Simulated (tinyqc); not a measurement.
Worked calculation (part 1 of 2): MP2 on RHF in the sto-6g basis, for BH3, spin multiplicity 1. Computed by tinyqc, a small Python program that keeps every step (integrals from PySCF). Settings: charge = 0, multiplicity = 1, basis = sto-6g, method = RHF, energy threshold = 1e-10, iteration cap = 81, orthogonalisation = symmetric, start = core, DIIS depth = 6. Command: `OMP_NUM_THREADS=1 python tinyqc.py 29690 29691 out.jsonl` (the two numbers bound the seeds that draw the settings). One thread of a shared host (Intel(R) Xeon(R) Processor @ 2.60GHz), about 0.3 s of CPU time with the checks. The early iterations of the SCF are left out here.

## One-electron integrals

Geometry (angstrom):
```
atom          x          y         z
B      0.000000   0.000000  0.034000
H      1.120000   0.000000  0.000000
H     -0.560000   0.970000  0.000000
H     -0.560000  -0.970000  0.000000
```

Basis sto-6g: exponents (1/bohr^2) and contraction coefficients of normalised primitives:
```
element  l (shell)    exponent  coefficient
B            s (1)  506.011147     0.009164
B            s (1)   92.776814     0.049362
B            s (1)   25.955658     0.168538
B            s (1)    8.916445     0.370563
B            s (1)    3.462507     0.416492
B            s (1)    1.426054     0.130334
B            s (2)   23.194575    -0.013253
B            s (2)    4.590810    -0.046992
B            s (2)    1.426819    -0.033785
B            s (2)    0.548948     0.250242
B            s (2)    0.238410     0.595117
B            s (2)    0.109280     0.240706
B            p (3)   23.194575     0.003760
B            p (3)    4.590810     0.037679
B            p (3)    1.426819     0.173897
B            p (3)    0.548948     0.418036
B            p (3)    0.238410     0.425859
B            p (3)    0.109280     0.101708
H            s (1)   35.523221     0.009164
H            s (1)    6.513144     0.049361
H            s (1)    1.822143     0.168538
H            s (1)    0.625955     0.370563
H            s (1)    0.243077     0.416492
H            s (1)    0.100112     0.130334
```

Overlap, kinetic and nuclear-attraction integrals over the contracted functions; the nuclear repulsion is the sum of Za Zb / Rab.

nuclear repulsion = 7.90208038 hartree

overlap S, order 1B 1s, 1B 2s, 1B 2px, 1B 2py, 1B 2pz, 2H 1s, 3H 1s, 4H 1s:
```
[[1.000000, 0.264891, 0.000000, 0.000000, 0.000000, 0.080735, 0.080727, 0.080727],
 [0.264891, 1.000000, 0.000000, 0.000000, 0.000000, 0.512546, 0.512522, 0.512522],
 [0.000000, 0.000000, 1.000000, 0.000000, 0.000000, 0.510219, -0.255093, -0.255093],
 [0.000000, 0.000000, 0.000000, 1.000000, 0.000000, 0.000000, 0.441857, -0.441857],
 [0.000000, 0.000000, 0.000000, 0.000000, 1.000000, -0.015489, -0.015488, -0.015488],
 [0.080735, 0.512546, 0.510219, 0.000000, -0.015489, 1.000000, 0.131942, 0.131942],
 [0.080727, 0.512522, -0.255093, 0.441857, -0.015488, 0.131942, 1.000000, 0.131926],
 [0.080727, 0.512522, -0.255093, -0.441857, -0.015488, 0.131942, 0.131926, 1.000000]]
```

kinetic energy T (hartree), order 1B 1s, 1B 2s, 1B 2px, 1B 2py, 1B 2pz, 2H 1s, 3H 1s, 4H 1s:
```
[[10.947243, -0.333880, 0.000000, 0.000000, 0.000000, -0.008973, -0.008975, -0.008975],
 [-0.333880, 0.374498, 0.000000, 0.000000, 0.000000, 0.106772, 0.106760, 0.106760],
 [0.000000, 0.000000, 1.125026, 0.000000, 0.000000, 0.265242, -0.132604, -0.132604],
 [0.000000, 0.000000, 0.000000, 1.125026, 0.000000, 0.000000, 0.229689, -0.229689],
 [0.000000, 0.000000, 0.000000, 0.000000, 1.125026, -0.008052, -0.008051, -0.008051],
 [-0.008973, 0.106772, 0.265242, 0.000000, -0.008052, 0.768522, -0.010956, -0.010956],
 [-0.008975, 0.106760, -0.132604, 0.229689, -0.008051, -0.010956, 0.768522, -0.010958],
 [-0.008975, 0.106760, -0.132604, -0.229689, -0.008051, -0.010956, -0.010958, 0.768522]]
```

nuclear attraction V (hartree), order 1B 1s, 1B 2s, 1B 2px, 1B 2py, 1B 2pz, 2H 1s, 3H 1s, 4H 1s:
```
[[-24.808470, -3.119462, -0.000003, 0.000000, 0.002005, -1.051675, -1.051567, -1.051567],
 [-3.119462, -5.101394, -0.000016, 0.000000, 0.015903, -2.344305, -2.344160, -2.344160],
 [-0.000003, -0.000016, -5.167863, 0.000000, 0.000001, -2.213455, 1.106629, 1.106629],
 [0.000000, 0.000000, 0.000000, -5.167866, 0.000000, 0.000000, -1.916848, 1.916848],
 [0.002005, 0.015903, 0.000001, 0.000000, -4.968008, 0.070827, 0.070821, 0.070821],
 [-1.051675, -2.344305, -2.213455, 0.000000, 0.070827, -4.101234, -0.586641, -0.586641],
 [-1.051567, -2.344160, 1.106629, -1.916848, 0.070821, -0.586641, -4.101139, -0.586567],
 [-1.051567, -2.344160, 1.106629, 1.916848, 0.070821, -0.586641, -0.586567, -4.101139]]
```

core Hamiltonian H = T + V (hartree), order 1B 1s, 1B 2s, 1B 2px, 1B 2py, 1B 2pz, 2H 1s, 3H 1s, 4H 1s:
```
[[-13.861226, -3.453342, -0.000003, 0.000000, 0.002005, -1.060648, -1.060542, -1.060542],
 [-3.453342, -4.726896, -0.000016, 0.000000, 0.015903, -2.237533, -2.237400, -2.237400],
 [-0.000003, -0.000016, -4.042837, 0.000000, 0.000001, -1.948213, 0.974025, 0.974025],
 [0.000000, 0.000000, 0.000000, -4.042839, 0.000000, 0.000000, -1.687159, 1.687159],
 [0.002005, 0.015903, 0.000001, 0.000000, -3.842982, 0.062775, 0.062770, 0.062770],
 [-1.060648, -2.237533, -1.948213, 0.000000, 0.062775, -3.332712, -0.597598, -0.597598],
 [-1.060542, -2.237400, 0.974025, -1.687159, 0.062770, -0.597598, -3.332617, -0.597524],
 [-1.060542, -2.237400, 0.974025, 1.687159, 0.062770, -0.597598, -0.597524, -3.332617]]
```

## Two-electron integrals

Functions are numbered as in S; the eight-fold symmetry (ij|kl) = (ji|kl) = (kl|ij) leaves the list below.

Two-electron integrals (ij|kl) in chemists' order, unique and non-zero (hartree):
```
(11|11) 2.924993    (21|11) 0.480756    (21|21) 0.099484    (22|11) 0.743449
(22|21) 0.188967    (22|22) 0.544922    (31|31) 0.021096    (32|31) 0.030854
(32|32) 0.120443    (33|11) 0.743450    (33|21) 0.188967    (33|22) 0.544922
(33|33) 0.587109    (41|41) 0.021096    (42|41) 0.030854    (42|42) 0.120443
(43|43) 0.031641    (44|11) 0.743450    (44|21) 0.188967    (44|22) 0.544922
(44|33) 0.523827    (44|44) 0.587109    (51|51) 0.021096    (52|51) 0.030854
(52|52) 0.120443    (53|53) 0.031641    (54|54) 0.031641    (55|11) 0.743450
(55|21) 0.188967    (55|22) 0.544922    (55|33) 0.523827    (55|44) 0.523827
(55|55) 0.587109    (61|11) 0.152974    (61|21) 0.030598    (61|22) 0.057410
(61|31) 0.002391    (61|32) 0.004496    (61|33) 0.058035    (61|44) 0.057097
(61|51) -0.000073   (61|52) -0.000136   (61|53) -0.000028   (61|55) 0.057098
(61|61) 0.009764    (62|11) 0.315981    (62|21) 0.081368    (62|22) 0.252450
(62|31) 0.009476    (62|32) 0.052426    (62|33) 0.265696    (62|44) 0.245817
(62|51) -0.000288   (62|52) -0.001591   (62|53) -0.000603   (62|55) 0.245836
(62|61) 0.026397    (62|62) 0.152725    (63|11) 0.279193    (63|21) 0.073018
(63|22) 0.238775    (63|31) 0.016612    (63|32) 0.085754    (63|33) 0.264069
(63|44) 0.226119    (63|51) -0.000225   (63|52) -0.001386   (63|53) -0.000842
(63|55) 0.226136    (63|61) 0.025093    (63|62) 0.169785    (63|63) 0.203193
(64|41) 0.009210    (64|42) 0.040082    (64|43) 0.010214    (64|54) -0.000310
(64|64) 0.018401    (65|11) -0.008475   (65|21) -0.002217   (65|22) -0.007249
(65|31) -0.000225   (65|32) -0.001386   (65|33) -0.007396   (65|44) -0.006864
(65|51) 0.009217    (65|52) 0.040124    (65|53) 0.010230    (65|55) -0.007485
(65|61) -0.000762   (65|62) -0.005154   (65|63) -0.005610   (65|65) 0.018572
(66|11) 0.462316    (66|21) 0.121603    (66|22) 0.421207    (66|31) 0.018828
(66|32) 0.131818    (66|33) 0.471315    (66|44) 0.396119    (66|51) -0.000572
(66|52) -0.004002   (66|53) -0.002283   (66|55) 0.396188    (66|61) 0.040663
(66|62) 0.312744    (66|63) 0.380351    (66|65) -0.011546   (66|66) 0.774999
(71|11) 0.152958    (71|21) 0.030595    (71|22) 0.057404    (71|31) -0.001196
(71|32) -0.002248   (71|33) 0.057326    (71|41) 0.002071    (71|42) 0.003894
(71|43) -0.000406   (71|44) 0.057795    (71|51) -0.000073   (71|52) -0.000136
(71|53) 0.000014    (71|54) -0.000025   (71|55) 0.057092    (71|61) 0.009312
(71|62) 0.023988    (71|63) 0.020909    (71|64) 0.001085    (71|65) -0.000692
(71|66) 0.035454    (71|71) 0.009762    (72|11) 0.315961    (72|21) 0.081363
(72|22) 0.252435    (72|31) -0.004738   (72|32) -0.026211   (72|33) 0.250772
(72|41) 0.008206    (72|42) 0.045400    (72|43) -0.008607   (72|44) 0.260712
(72|51) -0.000288   (72|52) -0.001591   (72|53) 0.000302    (72|54) -0.000523
(72|55) 0.245821    (72|61) 0.023989    (72|62) 0.106358    (72|63) 0.093252
(72|64) 0.012789    (72|65) -0.003503   (72|66) 0.170291    (72|71) 0.026392
(72|72) 0.152710    (73|11) -0.139584   (73|21) -0.036506   (73|22) -0.119378
(73|31) 0.011060    (73|32) 0.051496    (73|33) -0.125454   (73|41) -0.003205
(73|42) -0.019775   (73|43) 0.012638    (73|44) -0.119621   (73|51) 0.000112
(73|52) 0.000693    (73|53) -0.000443   (73|54) 0.000230    (73|55) -0.113059
(73|61) -0.009515   (73|62) -0.035550   (73|63) -0.020742   (73|64) -0.003055
(73|65) 0.001149    (73|66) -0.046598   (73|71) -0.012544   (73|72) -0.084882
(73|73) 0.064590    (74|11) 0.241780    (74|21) 0.063233    (74|22) 0.206780
(74|31) -0.003205   (74|32) -0.019775   (74|33) 0.199613    (74|41) 0.014761
(74|42) 0.074333    (74|43) -0.011677   (74|44) 0.224891    (74|51) -0.000195
(74|52) -0.001201   (74|53) 0.000230    (74|54) -0.000709   (74|55) 0.195834
(74|61) 0.018651    (74|62) 0.087156    (74|63) 0.075968    (74|64) 0.021353
(74|65) -0.002807   (74|66) 0.139306    (74|71) 0.021728    (74|72) 0.147028
(74|73) -0.080010   (74|74) 0.156987    (75|11) -0.008475   (75|21) -0.002216
(75|22) -0.007248   (75|31) 0.000112    (75|32) 0.000693    (75|33) -0.006997
(75|41) -0.000195   (75|42) -0.001201   (75|43) 0.000230    (75|44) -0.007263
(75|51) 0.009216    (75|52) 0.040121    (75|53) -0.005115   (75|54) 0.008859
(75|55) -0.007484   (75|61) -0.000692   (75|62) -0.003503   (75|63) -0.003005
(75|64) -0.000408   (75|65) 0.011944    (75|66) -0.005910   (75|71) -0.000762
(75|72) -0.005154   (75|73) 0.002804    (75|74) -0.004858   (75|75) 0.018569
(76|11) 0.079224    (76|21) 0.020349    (76|22) 0.063559    (76|31) 0.001004
(76|32) 0.005539    (76|33) 0.064180    (76|41) 0.001738    (76|42) 0.009594
(76|43) 0.000423    (76|44) 0.064668    (76|51) -0.000122   (76|52) -0.000673
(76|53) -0.000094   (76|54) -0.000163   (76|55) 0.061829    (76|61) 0.006358
(76|62) 0.033411    (76|63) 0.034258    (76|64) 0.003585    (76|65) -0.001228
(76|66) 0.062364    (76|71) 0.006358    (76|72) 0.033410    (76|73) -0.014024
(76|74) 0.031460    (76|75) -0.001228   (76|76) 0.008955    (77|11) 0.462299
(77|21) 0.121599    (77|22) 0.421197    (77|31) -0.009413   (77|32) -0.065905
(77|33) 0.414906    (77|41) 0.016305    (77|42) 0.114157    (77|43) -0.032559
(77|44) 0.452506    (77|51) -0.000572   (77|52) -0.004001   (77|53) 0.001141
(77|54) -0.001977   (77|55) 0.396178    (77|61) 0.035457    (77|62) 0.170297
(77|63) 0.143944    (77|64) 0.029296    (77|65) -0.005910   (77|66) 0.271603
(77|71) 0.040658    (77|72) 0.312727    (77|73) -0.190160   (77|74) 0.329384
(77|75) -0.011545   (77|76) 0.062364    (77|77) 0.774999    (81|11) 0.152958
(81|21) 0.030595    (81|22) 0.057404    (81|31) -0.001196   (81|32) -0.002248
(81|33) 0.057326    (81|41) -0.002071   (81|42) -0.003894   (81|43) 0.000406
(81|44) 0.057795    (81|51) -0.000073   (81|52) -0.000136   (81|53) 0.000014
(81|54) 0.000025    (81|55) 0.057092    (81|61) 0.009312    (81|62) 0.023988
(81|63) 0.020909    (81|64) -0.001085   (81|65) -0.000692   (81|66) 0.035454
(81|71) 0.009311    (81|72) 0.023986    (81|73) -0.011393   (81|74) 0.017564
(81|75) -0.000692   (81|76) 0.005890    (81|77) 0.035453    (81|81) 0.009762
(82|11) 0.315961    (82|21) 0.081363    (82|22) 0.252435    (82|31) -0.004738
(82|32) -0.026211   (82|33) 0.250772    (82|41) -0.008206   (82|42) -0.045400
(82|43) 0.008607    (82|44) 0.260712    (82|51) -0.000288   (82|52) -0.001591
(82|53) 0.000302    (82|54) 0.000523    (82|55) 0.245821    (82|61) 0.023989
(82|62) 0.106358    (82|63) 0.093252    (82|64) -0.012789   (82|65) -0.003503
(82|66) 0.170291    (82|71) 0.023986    (82|72) 0.106351    (82|73) -0.057696
(82|74) 0.074362    (82|75) -0.003503   (82|76) 0.025262    (82|77) 0.170285
(82|81) 0.026392    (82|82) 0.152710    (83|11) -0.139584   (83|21) -0.036506
(83|22) -0.119378   (83|31) 0.011060    (83|32) 0.051496    (83|33) -0.125454
(83|41) 0.003205    (83|42) 0.019775    (83|43) -0.012638   (83|44) -0.119621
(83|51) 0.000112    (83|52) 0.000693    (83|53) -0.000443   (83|54) -0.000230
(83|55) -0.113059   (83|61) -0.009515   (83|62) -0.035550   (83|63) -0.020742
(83|64) 0.003055    (83|65) 0.001149    (83|66) -0.046598   (83|71) -0.011393
(83|72) -0.057696   (83|73) 0.042396    (83|74) -0.039508   (83|75) 0.001856
(83|76) -0.010584   (83|77) -0.097333   (83|81) -0.012544   (83|82) -0.084882
(83|83) 0.064590    (84|11) -0.241780   (84|21) -0.063233   (84|22) -0.206780
(84|31) 0.003205    (84|32) 0.019775    (84|33) -0.199613   (84|41) 0.014761
(84|42) 0.074333    (84|43) -0.011677   (84|44) -0.224891   (84|51) 0.000195
(84|52) 0.001201    (84|53) -0.000230   (84|54) -0.000709   (84|55) -0.195834
(84|61) -0.018651   (84|62) -0.087156   (84|63) -0.075968   (84|64) 0.021353
(84|65) 0.002807    (84|66) -0.139306   (84|71) -0.017564   (84|72) -0.074362
(84|73) 0.039508    (84|74) -0.041792   (84|75) 0.002399    (84|76) -0.018334
(84|77) -0.110008   (84|81) -0.021728   (84|82) -0.147028   (84|83) 0.080010
(84|84) 0.156987    (85|11) -0.008475   (85|21) -0.002216   (85|22) -0.007248
(85|31) 0.000112    (85|32) 0.000693    (85|33) -0.006997   (85|41) 0.000195
(85|42) 0.001201    (85|43) -0.000230   (85|44) -0.007263   (85|51) 0.009216
(85|52) 0.040121    (85|53) -0.005115   (85|54) -0.008859   (85|55) -0.007484
(85|61) -0.000692   (85|62) -0.003503   (85|63) -0.003005   (85|64) 0.000408
(85|65) 0.011944    (85|66) -0.005910   (85|71) -0.000692   (85|72) -0.003503
(85|73) 0.001856    (85|74) -0.002399   (85|75) 0.011943    (85|76) -0.000904
(85|77) -0.005910   (85|81) -0.000762   (85|82) -0.005154   (85|83) 0.002804
(85|84) 0.004858    (85|85) 0.018569    (86|11) 0.079224    (86|21) 0.020349
(86|22) 0.063559    (86|31) 0.001004    (86|32) 0.005539    (86|33) 0.064180
(86|41) -0.001738   (86|42) -0.009594   (86|43) -0.000423   (86|44) 0.064668
(86|51) -0.000122   (86|52) -0.000673   (86|53) -0.000094   (86|54) 0.000163
(86|55) 0.061829    (86|61) 0.006358    (86|62) 0.033411    (86|63) 0.034258
(86|64) -0.003585   (86|65) -0.001228   (86|66) 0.062364    (86|71) 0.005890
(86|72) 0.025262    (86|73) -0.010584   (86|74) 0.018334    (86|75) -0.000904
(86|76) 0.007151    (86|77) 0.039561    (86|81) 0.006358    (86|82) 0.033410
(86|83) -0.014024   (86|84) -0.031460   (86|85) -0.001228   (86|86) 0.008955
(87|11) 0.079214    (87|21) 0.020347    (87|22) 0.063551    (87|31) -0.002007
(87|32) -0.011076   (87|33) 0.064904    (87|44) 0.063928    (87|51) -0.000122
(87|52) -0.000672   (87|53) 0.000188    (87|55) 0.061821    (87|61) 0.005890
(87|62) 0.025260    (87|63) 0.021168    (87|65) -0.000904   (87|66) 0.039558
(87|71) 0.006357    (87|72) 0.033405    (87|73) -0.020229   (87|74) 0.027872
(87|75) -0.001228   (87|76) 0.007150    (87|77) 0.062355    (87|81) 0.006357
(87|82) 0.033405    (87|83) -0.020229   (87|84) -0.027872   (87|85) -0.001228
(87|86) 0.007150    (87|87) 0.008953    (88|11) 0.462299    (88|21) 0.121599
(88|22) 0.421197    (88|31) -0.009413   (88|32) -0.065905   (88|33) 0.414906
(88|41) -0.016305   (88|42) -0.114157   (88|43) 0.032559    (88|44) 0.452506
(88|51) -0.000572   (88|52) -0.004001   (88|53) 0.001141    (88|54) 0.001977
(88|55) 0.396178    (88|61) 0.035457    (88|62) 0.170297    (88|63) 0.143944
(88|64) -0.029296   (88|65) -0.005910   (88|66) 0.271603    (88|71) 0.035453
(88|72) 0.170285    (88|73) -0.097333   (88|74) 0.110008    (88|75) -0.005910
(88|76) 0.039561    (88|77) 0.271593    (88|81) 0.040658    (88|82) 0.312727
(88|83) -0.190160   (88|84) -0.329384   (88|85) -0.011545   (88|86) 0.062364
(88|87) 0.062355    (88|88) 0.774999
```

## Orthogonalisation

S = U s U^T; symmetric (Loewdin) form X = U s^(-1/2) U^T, so that X^T S X = 1.

eigenvalues of S: [0.217927, 0.305679, 0.305685, 0.944053, 1.001048, 1.562374, 1.562389, 2.100845]

X, order 1B 1s, 1B 2s, 1B 2px, 1B 2py, 1B 2pz, 2H 1s, 3H 1s, 4H 1s:
```
[[1.031788, -0.178096, -0.000001, 0.000000, 0.001163, 0.024102, 0.024103, 0.024103],
 [-0.178096, 1.537179, 0.000029, 0.000000, -0.015089, -0.399774, -0.399732, -0.399732],
 [-0.000001, 0.000029, 1.251415, 0.000000, -0.000001, -0.409529, 0.204740, 0.204740],
 [0.000000, 0.000000, 0.000000, 1.251414, 0.000000, 0.000000, -0.354644, 0.354644],
 [0.001163, -0.015089, -0.000001, 0.000000, 1.000447, 0.011881, 0.011879, 0.011879],
 [0.024102, -0.399774, -0.409529, 0.000000, 0.011881, 1.335342, -0.021995, -0.021995],
 [0.024103, -0.399732, 0.204740, -0.354644, 0.011879, -0.021995, 1.335299, -0.022001],
 [0.024103, -0.399732, 0.204740, 0.354644, 0.011879, -0.021995, -0.022001, 1.335299]]
```

## Iteration 7 (converged): orbitals

converged F (hartree), order 1B 1s, 1B 2s, 1B 2px, 1B 2py, 1B 2pz, 2H 1s, 3H 1s, 4H 1s:
```
[[-7.519772, -2.114950, -0.000001, 0.000000, -0.000522, -0.651096, -0.651031, -0.651031],
 [-2.114950, -1.084128, -0.000014, 0.000000, 0.011428, -0.618032, -0.617999, -0.617999],
 [-0.000001, -0.000014, -0.246752, 0.000000, 0.000001, -0.409819, 0.204896, 0.204896],
 [0.000000, 0.000000, 0.000000, -0.246748, 0.000000, 0.000000, -0.354910, 0.354910],
 [-0.000522, 0.011428, 0.000001, 0.000000, 0.229329, 0.010154, 0.010153, 0.010153],
 [-0.651096, -0.618032, -0.409819, 0.000000, 0.010154, -0.457943, -0.198277, -0.198277],
 [-0.651031, -0.617999, 0.204896, -0.354910, 0.010153, -0.198277, -0.457908, -0.198255],
 [-0.651031, -0.617999, 0.204896, 0.354910, 0.010153, -0.198277, -0.198255, -0.457908]]
```

Diagonalise F' = X^T F X, C = X C', fill 4 alpha and 4 beta electrons from the bottom; D = 2 C_occ C_occ^T. Each column has its largest component positive (the first on a tie).

F' = X^T F X (hartree):
```
[[-7.345280, -1.104860, 0.000002, 0.000000, -0.000279, -0.117996, -0.117972, -0.117972],
 [-1.104860, -0.051520, 0.000017, 0.000000, -0.008566, -0.443992, -0.443961, -0.443961],
 [0.000002, 0.000017, 0.178310, 0.000000, 0.000000, -0.528419, 0.264190, 0.264190],
 [0.000000, 0.000000, 0.000000, 0.178314, 0.000000, 0.000000, -0.457611, 0.457611],
 [-0.000279, -0.008566, 0.000000, 0.000000, 0.229978, 0.012467, 0.012465, 0.012465],
 [-0.117996, -0.443992, -0.528419, 0.000000, 0.012467, 0.081254, -0.061697, -0.061697],
 [-0.117972, -0.443961, 0.264190, -0.457611, 0.012465, -0.061697, 0.081238, -0.061699],
 [-0.117972, -0.443961, 0.264190, 0.457611, 0.012465, -0.061697, -0.061699, 0.081238]]
```

orbital energies (hartree): [-7.522348, -0.691901, -0.486777, -0.486777, 0.229302, 0.775971, 0.808027, 0.808032]

coefficients C, order 1B 1s, 1B 2s, 1B 2px, 1B 2py, 1B 2pz, 2H 1s, 3H 1s, 4H 1s:
```
[[0.994084, -0.223127, 0.000008, 0.000000, -0.010750, -0.244838, 0.000000, -0.000269],
 [0.025957, 0.525833, -0.000032, 0.000000, 0.052141, 1.610702, 0.000000, 0.001828],
 [0.000000, 0.000022, 0.513258, 0.000000, 0.000000, -0.001338, 0.000000, 1.246658],
 [0.000000, 0.000000, 0.000000, 0.513255, 0.000000, 0.000000, 1.246655, 0.000000],
 [-0.000164, -0.006128, 0.000000, 0.000000, 0.998765, -0.063074, 0.000000, -0.000071],
 [-0.004684, 0.284379, 0.508678, 0.000000, -0.015263, -0.795870, 0.000000, -1.067272],
 [-0.004684, 0.284348, -0.254360, 0.440537, -0.015264, -0.797593, -0.923488, 0.532283],
 [-0.004684, 0.284348, -0.254360, -0.440537, -0.015264, -0.797593, 0.923488, 0.532283]]
```

D after iteration 7, order 1B 1s, 1B 2s, 1B 2px, 1B 2py, 1B 2pz, 2H 1s, 3H 1s, 4H 1s:
```
[[2.075976, -0.183048, 0.000000, 0.000000, 0.002408, -0.136210, -0.136208, -0.136208],
 [-0.183048, 0.554347, -0.000010, 0.000000, -0.006453, 0.298796, 0.298812, 0.298812],
 [0.000000, -0.000010, 0.526867, 0.000000, -0.000001, 0.522179, -0.261092, -0.261092],
 [0.000000, 0.000000, 0.000000, 0.526862, 0.000000, 0.000000, 0.452216, -0.452216],
 [0.002408, -0.006453, -0.000001, 0.000000, 0.000075, -0.003484, -0.003483, -0.003483],
 [-0.136210, 0.298796, 0.522179, 0.000000, -0.003484, 0.679294, -0.097005, -0.097005],
 [-0.136208, 0.298812, -0.261092, 0.452216, -0.003483, -0.097005, 0.679295, -0.096997],
 [-0.136208, 0.298812, -0.261092, -0.452216, -0.003483, -0.097005, -0.096997, 0.679295]]
```

Within a degenerate level the vectors are fixed only up to a rotation; this is one choice.
